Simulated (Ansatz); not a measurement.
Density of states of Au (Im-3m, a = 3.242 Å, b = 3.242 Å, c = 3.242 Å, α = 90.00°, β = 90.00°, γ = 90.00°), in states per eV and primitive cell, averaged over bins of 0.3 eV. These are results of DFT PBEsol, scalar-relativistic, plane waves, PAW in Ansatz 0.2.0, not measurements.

Plane waves to 420 eV, a k mesh through Γ of 18×18×18 on the computed 1-atom cell and Gaussian smearing (0.10 eV); no spin polarisation.

The cell is relaxed at this level. The states (both spins) are summed by tetrahedra on a 27×27×27 mesh at the self-consistent density. Energies are bin centres; the table starts no lower than −8 eV and ends at 6 eV, or lower where the solved bands end.

It is a metal at this level.

```tsv
E − E_F (eV)	total	Au 5d	Au 6s
-7.90	0.18	0.02	0.15
-7.60	0.23	0.05	0.18
-7.30	0.51	0.23	0.27
-7.00	0.93	0.59	0.34
-6.70	1.16	0.85	0.30
-6.40	1.66	1.39	0.25
-6.10	1.56	1.39	0.15
-5.80	2.07	2.03	0.03
-5.50	2.71	2.66	0.02
-5.20	1.87	1.80	0.05
-4.90	2.18	2.04	0.11
-4.60	1.92	1.71	0.15
-4.30	1.02	0.90	0.08
-4.00	0.93	0.84	0.06
-3.70	1.35	1.27	0.05
-3.40	2.15	2.08	0.04
-3.10	2.96	2.91	0.03
-2.80	3.42	3.38	0.02
-2.50	2.57	2.47	0.08
-2.20	1.36	1.25	0.09
-1.90	1.23	1.12	0.08
-1.60	0.83	0.72	0.08
-1.30	0.30	0.20	0.09
-1.00	0.27	0.14	0.10
-0.70	0.27	0.13	0.11
-0.40	0.28	0.11	0.11
-0.10	0.28	0.10	0.11
0.20	0.28	0.09	0.11
0.50	0.28	0.08	0.12
0.80	0.27	0.07	0.11
1.10	0.27	0.06	0.11
1.40	0.26	0.05	0.11
1.70	0.25	0.05	0.11
2.00	0.25	0.04	0.11
2.30	0.25	0.04	0.12
2.60	0.25	0.03	0.14
2.90	0.35	0.03	0.24
3.20	0.21	0.02	0.14
3.50	0.26	0.03	0.18
3.80	0.41	0.05	0.27
4.10	0.34	0.03	0.18
4.40	0.33	0.02	0.13
4.70	0.37	0.02	0.11
5.00	0.42	0.02	0.10
5.30	0.39	0.01	0.08
5.60	0.35	0.01	0.07
```

The columns after the total are the Löwdin projections on the occupied valence shells of the potentials. The rest of the total lies in shells that are empty in the free atom, which aren't projected, and between the atoms.

Spin-orbit coupling is left out, which matters for the bands of heavy elements.

This bcc form isn't the element's structure at ambient conditions.

Cost: 1 run of about 0.2 core-minutes, on Arm Neoverse V2 (shared hosts).